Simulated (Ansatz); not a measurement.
We consider solid iodine, described by PBE in Ansatz (PAW).

Numerical settings: plane-wave cutoff 500 eV, 6×6×4 k mesh (along the axes of the cell as run), gaussian smearing 0.02 eV, scalar-relativistic PAW data made under PBE.

Computed at the level's own relaxed cell.

### Question
What does this level give for the equilibrium volume per atom, equilibrium lattice constant a, lattice parameter b and lattice parameter c?

### Answer

* **equilibrium volume per atom**: 51.54 Å³/atom
* **equilibrium lattice constant a**: 9.082 Å
* **lattice parameter b**: 4.620 Å
* **lattice parameter c**: 9.827 Å

Note: the cell comes from a level without a dispersion term, which matters for the spacing of layers, chains or molecules.

Spin–orbit coupling is not included.

The computed numbers hold no vibrational or temperature effects.

Ansatz is a first-principles code.
